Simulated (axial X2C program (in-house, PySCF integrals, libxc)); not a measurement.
# SH⁻: from the spin-free to the two-component result

All values were computed with an axial X2C code built on PySCF integrals. Spin-free means the one-electron spin-free X2C Hamiltonian; two-component (2c) means X2C with spin–orbit coupling and atomic mean-field two-electron Coulomb and Gaunt terms, so the difference of the two also holds small scalar two-electron terms. Basis: S dyall-av3z [9s8p3d2f], H dyall-av3z [7s3p2d] (cores contracted in-house); Gaussian nuclei, density fitting, unrestricted open shells. Masses: S 31.972 u, H 1.008 u.

Spin-free state: M_S = 0, Λ = 0 (closed shell); fragments S- + H.

```
  level  Re (Å)  ωe (cm⁻¹)  De (eV)  μ (D)
   PBE0   1.348     2663.6    3.896   0.36
     HF   1.336     2771.0    2.793   0.47
    MP2   1.343     2713.3    3.969    n/a
   CCSD   1.347     2655.8    3.926    n/a
CCSD(T)   1.350     2634.1    3.985    n/a
  B97-3   1.348     2650.5    3.932   0.36
```

Correlated methods: 8 electrons correlated (number of frozen shells: S 2 s, 1 p; H none), 146 virtual spin orbitals or spinors in MP2, 90 natural virtuals in coupled cluster.

Dipoles are positive if H is the positive end and refer to the centre of mass.

Two-component determinant lowest at the distance of the search:

Ω = 0 (closed shell); fragments S- + H.

```json
{"level": "PBE0", "Re (Å)": "1.348", "ωe (cm⁻¹)": "2662.9", "De (eV)": "3.894", "μ (D)": "0.36"}
{"level": "HF", "Re (Å)": "1.336", "ωe (cm⁻¹)": "2770.3", "De (eV)": "2.762", "μ (D)": "0.47"}
{"level": "MP2", "Re (Å)": "1.343", "ωe (cm⁻¹)": "2712.5", "De (eV)": "3.949", "μ (D)": "n/a"}
{"level": "CCSD", "Re (Å)": "1.347", "ωe (cm⁻¹)": "2655.0", "De (eV)": "3.910", "μ (D)": "n/a"}
{"level": "CCSD(T)", "Re (Å)": "1.350", "ωe (cm⁻¹)": "2633.3", "De (eV)": "3.966", "μ (D)": "n/a"}
{"level": "B97-3", "Re (Å)": "1.348", "ωe (cm⁻¹)": "2649.8", "De (eV)": "3.923", "μ (D)": "0.36"}
```

(1) From the two tables, how do the constants change at the CCSD(T) level (2c against spin-free)?

The state is a single determinant with fixed occupations, the lowest that a limited PBE0 search found. Closed shells are restricted here (equal orbitals for both partners); the stretched side of such a curve lies too high. Dissociation energies refer to the lowest single-determinant-based atoms at the same level and basis. Coupled cluster ran in a truncated set of natural virtual spinors; the MP2 energy of the rest was added. (T) has no such correction and the atoms are truncated less, which lowers De at CCSD(T) by a hundredth of an eV or more. In 2c an atomic determinant is not the ground J level, so De misses part of the atomic spin–orbit lowering. This holds for PBE0. Without a current term, density functionals place determinants with orbital angular momentum somewhat too high. Hartree–Fock gets electron affinities wrong, so its lowest charge split need not be the true one.

Answers

(1) At the CCSD(T) level Re is unchanged within 0.001 Å and ωe drops by 0.8 cm⁻¹; De changes by -0.019 eV.
